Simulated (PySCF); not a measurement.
# PH⁺: everyday levels beside a composite calculation

PySCF; the state is a doublet (π ↑). The composite is CCSD(T) extrapolated to the basis-set limit from two correlation-consistent sets, with core-valence (CV) and scalar-relativistic (SR) terms as its label shows; it has no spin–orbit coupling and nothing beyond (T). Here it is CCSD(T)/CBS(TQ)+CV+SR. It gives Re = 1.424 Å, ωe = 2390 cm⁻¹ and De = 3.53 eV to P⁺ + H.

```tsv
level	basis	relativity	Re (Å)	ωe (cm⁻¹)	De (eV)
UHF-SCS-MP2	pcseg-1	no relativity	1.421	2530	3.06
UHF-SCS-MP2	6-31G(d,p)	no relativity	1.413	2535	3.06
UHF-SCS-MP2	cc-pV(D+d)Z/cc-pVDZ	no relativity	1.428	2467	3.11
UHF-CCSD	6-31G(d,p)	no relativity	1.419	2470	3.10
LDA	pcseg-1	no relativity	1.463	2291	3.83
PBE	6-31G(d,p)	no relativity	1.451	2317	3.46
BLYP	def2-TZVPPD	no relativity	1.444	2273	3.55
r²SCAN	pcseg-1	no relativity	1.439	2409	3.41
PBE0	def2-TZVP	no relativity	1.434	2373	3.46
B97-3	cc-pV(D+d)Z/cc-pVDZ	no relativity	1.440	2390	3.52
```

Give the difference of each row from the composite.



```json
{"level": "UHF-SCS-MP2", "basis": "pcseg-1", "ΔRe (pm)": "-0.3", "Δωe (%)": "+5.9", "ΔDe (eV)": "-0.47"}
{"level": "UHF-SCS-MP2", "basis": "6-31G(d,p)", "ΔRe (pm)": "-1.1", "Δωe (%)": "+6.1", "ΔDe (eV)": "-0.47"}
{"level": "UHF-SCS-MP2", "basis": "cc-pV(D+d)Z/cc-pVDZ", "ΔRe (pm)": "+0.4", "Δωe (%)": "+3.2", "ΔDe (eV)": "-0.42"}
{"level": "UHF-CCSD", "basis": "6-31G(d,p)", "ΔRe (pm)": "-0.5", "Δωe (%)": "+3.3", "ΔDe (eV)": "-0.43"}
{"level": "LDA", "basis": "pcseg-1", "ΔRe (pm)": "+3.9", "Δωe (%)": "-4.1", "ΔDe (eV)": "+0.30"}
{"level": "PBE", "basis": "6-31G(d,p)", "ΔRe (pm)": "+2.7", "Δωe (%)": "-3.1", "ΔDe (eV)": "-0.07"}
{"level": "BLYP", "basis": "def2-TZVPPD", "ΔRe (pm)": "+2.0", "Δωe (%)": "-4.9", "ΔDe (eV)": "+0.02"}
{"level": "r²SCAN", "basis": "pcseg-1", "ΔRe (pm)": "+1.5", "Δωe (%)": "+0.8", "ΔDe (eV)": "-0.12"}
{"level": "PBE0", "basis": "def2-TZVP", "ΔRe (pm)": "+1.0", "Δωe (%)": "-0.7", "ΔDe (eV)": "-0.07"}
{"level": "B97-3", "basis": "cc-pV(D+d)Z/cc-pVDZ", "ΔRe (pm)": "+1.6", "Δωe (%)": "+0.0", "ΔDe (eV)": "-0.01"}
```

Which rows come closest in De?

BLYP in def2-TZVPPD (+0.02 eV); B97-3 in cc-pV(D+d)Z/cc-pVDZ (-0.01 eV), counted from the composite.

Correlated steps freeze 5 core orbitals. Correlated levels converge slowly with the basis: in double zeta they bind strong bonds too weakly, by up to about 1 eV, and carry superposition errors of some tenths. For an ion De counts to the pair picked by the measured ionisation energies or electron affinities, which need not be the lowest pair at this level. The state is the lowest determinant that a PBE0 search found; another state may lie lower at other levels.
